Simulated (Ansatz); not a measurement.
**BH3Cl (doublet): from Hartree-Fock to the top rungs at distance B1–H4 along a hydrogen transfer = 1.110 Å, cc-pVDZ**

The task here is to estimate one member of a computed series from the others.

Method: cc-pVDZ, core rule «outside noble gas», up to 6 orbitals frozen; program: Ansatz 0.2.0, Gaussian basis.

To be run: UHF; CCSD(T) on ROHF; CCSD(T) on UHF; BCCD(T) on ROHF; CISD; CCSDT(Q) on ROHF; CCSDT(Q) on UHF; CASSCF and MRCISD+Q, 3 electrons in 3 orbitals; CASSCF and NEVPT2, 3 electrons in 3 orbitals.

7 further runs of the same task are left out: 1 for a known fault of the program, 6 that didn't finish.

## The system

The geometry derives from fragments relaxed apart (PBE0/def2-TZVP) and kept rigid, so it is no stationary point. A hydrogen atom is moved between rigid fragments.

5 atoms, charge 0, spin multiplicity 2.

Atoms are counted from 1 here; the program's logs count them from 0.

Bond lengths: B1–H2 1.193 Å, B1–H3 1.193 Å, B1–H4 1.110 Å. Angles: H2–B1–H3 120.0°, H2–B1–H4 120.0°, H3–B1–H4 120.0°.

Set-up of the first run:

in.yaml reads:

```yaml
crystal:
  periodic: [false, false, false]
  atoms:
    - {symbol: B, position_ang: [-2.359054, 0.000000, 0.000000]}
    - {symbol: H, position_ang: [-2.955787, 1.033571, 0.000000]}
    - {symbol: H, position_ang: [-2.955787, -1.033571, 0.000000]}
    - {symbol: H, position_ang: [-1.249054, 0.000000, 0.000000]}
    - {symbol: Cl, position_ang: [0.922946, 0.000000, 0.000000]}
basis:
  gaussian: {orbitals: cc-pVDZ}
magnetization: {spin_polarized: true, initial_magnetization: 1}
hamiltonian: {xc: hf}
output: {orbitals: {seedname: orbitals}}
```

Started as:

```sh
> ansatz run in.yaml --threads 1 --pin off --events-out ev --progress --plain --max-ram 2393MiB
```

Among the steps run: UHF; CCSD(T) on ROHF; CCSD(T) on UHF; BCCD(T) on ROHF; CISD; CCSDT(Q) on ROHF; CCSDT(Q) on UHF; CASSCF and MRCISD+Q, 3 electrons in 3 orbitals; CASSCF and NEVPT2, 3 electrons in 3 orbitals.

One of the session's tables, all rows but one given; the rest of the session is left out.

```
       method  from UCCSDT(Q) (kJ/mol)
         ROHF                   +666.8
          UHF                        ?
         RMP2                   +114.2
         UMP2                   +115.9
         CISD                    +59.2
        RCCSD                    +10.3
        UCCSD                    +10.1
     RCCSD(T)                     +2.1
     UCCSD(T)                     +2.1
      BCCD(T)                     +2.1
       RCCSDT                     +0.6
       UCCSDT                     +0.5
    RCCSDT(Q)                      0.0
    UCCSDT(Q)                        0
  CASSCF pair                   +632.2
  NEVPT2 pair                   +114.4
  MRCISD pair                    +53.9
MRCISD+Q pair                     +0.8
```

Q: Estimate the row for UHF from the others.

As computed: from UCCSDT(Q) (kJ/mol): +655.7. In the column «from UCCSDT(Q) (kJ/mol)» it lies between CASSCF pair (+632.2) and ROHF (+666.8).

Limits of these values: Restricted and unrestricted rows rest on different reference determinants; where their highest levels disagree by more than a few hundredths of an eV, they describe different states and don't form one ladder.
